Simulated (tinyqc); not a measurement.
Inside a calculation. Method: UKS/B3LYP (VWN-RPA form) in the sto-3g basis, for CH2, spin multiplicity 3. One step of it, computed by the program tinyqc.

Question. Iteration 1: diagonalisation and new density. Diagonalise F' = X^T F X, C = X C', fill 5 alpha and 3 beta electrons from the bottom; D(s) = C_occ C_occ^T. Each column has its largest component positive (the first on a tie).

F(alpha) (hartree), lower triangle:
```
             1C 1s      1C 2s     1C 2px     1C 2py     1C 2pz      2H 1s      3H 1s
1C 1s   -10.139612
1C 2s    -2.753967  -1.236800
1C 2px    0.000000   0.000000  -0.060859
1C 2py    0.000097   0.002004   0.000000  -0.100341
1C 2pz   -0.001373  -0.030061   0.000000   0.001531  -0.086884
2H 1s    -0.261010  -0.297335   0.000000  -0.156997  -0.121986  -0.218257
3H 1s    -0.280548  -0.313792   0.000000   0.163814  -0.127011  -0.064421  -0.225649
```

F(beta) (hartree), lower triangle:
```
            1C 1s      1C 2s    1C 2px     1C 2py     1C 2pz      2H 1s      3H 1s
1C 1s   -9.524007
1C 2s   -2.661210  -1.104479
1C 2px   0.000000   0.000000  0.023513
1C 2py   0.000073   0.001740  0.000000  -0.011178
1C 2pz  -0.001064  -0.026250  0.000000   0.001358   0.000677
2H 1s   -0.251695  -0.261380  0.000000  -0.133856  -0.103865  -0.133512
3H 1s   -0.270541  -0.275793  0.000000   0.139418  -0.107974  -0.056139  -0.139954
```

X, lower triangle:
```
            1C 1s      1C 2s    1C 2px     1C 2py     1C 2pz      2H 1s     3H 1s
1C 1s    1.025544
1C 2s   -0.138360   1.095685
1C 2px   0.000000   0.000000  1.000000
1C 2py   0.000333  -0.003062  0.000000   1.052768
1C 2pz  -0.005839   0.045816  0.000000  -0.001786   1.029381
2H 1s    0.016976  -0.155763  0.000000  -0.136739  -0.100829   1.071991
3H 1s    0.017736  -0.165401  0.000000   0.143671  -0.106088  -0.010040  1.079469
```

Give: F' = X^T F X; orbital energies; coefficients C; F' = X^T F X; orbital energies; coefficients C; D(alpha) after iteration 1; D(beta) after iteration 1.

Answer.

F' = X^T F X (alpha) (hartree), lower triangle:
```
         1        2        3        4        5        6        7
1  -9.9229
2  -1.4542  -0.6671
3   0.0000   0.0000  -0.0609
4   0.0007  -0.0016   0.0000  -0.0227
5  -0.0149   0.0253   0.0000  -0.0010  -0.0443
6  -0.0001  -0.1551   0.0000  -0.1473  -0.1076  -0.1099
7  -0.0032  -0.1648   0.0000   0.1545  -0.1132  -0.0162  -0.1062
```

orbital energies (alpha) (hartree): MO1 -10.1461, MO2 -0.5634, MO3 -0.2734, MO4 -0.1760, MO5 -0.0609, MO6 0.1253, MO7 0.1605

coefficients C (alpha):
```
            MO1      MO2      MO3      MO4     MO5      MO6      MO7
1C 1s    0.9928  -0.2458  -0.0049   0.1194  0.0000  -0.1032   0.0246
1C 2s    0.0287   0.8591   0.0213  -0.5187  0.0000   0.5000  -0.1224
1C 2px   0.0000   0.0000   0.0000   0.0000  1.0000   0.0000   0.0000
1C 2py  -0.0001  -0.0052   0.5312   0.0026  0.0000   0.1935   0.9100
1C 2pz   0.0018   0.0712  -0.0088   0.6596  0.0000   0.7839  -0.1689
2H 1s   -0.0045   0.2029   0.4941   0.4136  0.0000  -0.7361  -0.4521
3H 1s   -0.0047   0.2160  -0.4934   0.3943  0.0000  -0.4935   0.7320
```

F' = X^T F X (beta) (hartree), lower triangle:
```
         1        2       3        4        5        6        7
1  -9.2988
2  -1.4563  -0.5449
3   0.0000   0.0000  0.0235
4   0.0008  -0.0018  0.0000   0.0651
5  -0.0164   0.0278  0.0000  -0.0011   0.0425
6   0.0047  -0.1480  0.0000  -0.1442  -0.1052  -0.0294
7   0.0019  -0.1572  0.0000   0.1511  -0.1105  -0.0152  -0.0253
```

orbital energies (beta) (hartree): MO1 -9.5348, MO2 -0.4330, MO3 -0.1858, MO4 -0.0858, MO5 0.0235, MO6 0.2081, MO7 0.2406

coefficients C (beta):
```
            MO1      MO2      MO3      MO4     MO5      MO6      MO7
1C 1s    0.9903  -0.2464  -0.0047   0.1310  0.0000  -0.1105   0.0283
1C 2s    0.0380   0.8307   0.0197  -0.5462  0.0000   0.5147  -0.1350
1C 2px   0.0000   0.0000   0.0000   0.0000  1.0000   0.0000   0.0000
1C 2py  -0.0001  -0.0054   0.5208   0.0003  0.0000   0.2106   0.9121
1C 2pz   0.0024   0.0775  -0.0065   0.6584  0.0000   0.7813  -0.1822
2H 1s   -0.0061   0.2282   0.5031   0.4034  0.0000  -0.7387  -0.4348
3H 1s   -0.0065   0.2423  -0.4978   0.3875  0.0000  -0.4787   0.7342
```

D(alpha) after iteration 1, lower triangle:
```
          1C 1s    1C 2s  1C 2px   1C 2py  1C 2pz    2H 1s   3H 1s
1C 1s    1.0603
1C 2s   -0.2447   1.0084
1C 2px   0.0000   0.0000  1.0000
1C 2py  -0.0011   0.0055  0.0000   0.2822
1C 2pz   0.0631  -0.2812  0.0000  -0.0033  0.4402
2H 1s   -0.0073  -0.0298  0.0000   0.2625  0.2829   0.4564
3H 1s   -0.0083  -0.0296  0.0000  -0.2622  0.2798  -0.0368  0.4456
```

D(beta) after iteration 1, lower triangle:
```
          1C 1s   1C 2s  1C 2px   1C 2py  1C 2pz    2H 1s   3H 1s
1C 1s    1.0413
1C 2s   -0.1671  0.6919
1C 2px   0.0000  0.0000  0.0000
1C 2py  -0.0012  0.0058  0.0000   0.2713
1C 2pz  -0.0167  0.0644  0.0000  -0.0038  0.0061
2H 1s   -0.0647  0.1993  0.0000   0.2608  0.0144   0.3052
3H 1s   -0.0637  0.1912  0.0000  -0.2606  0.0220  -0.1951  0.3066
```
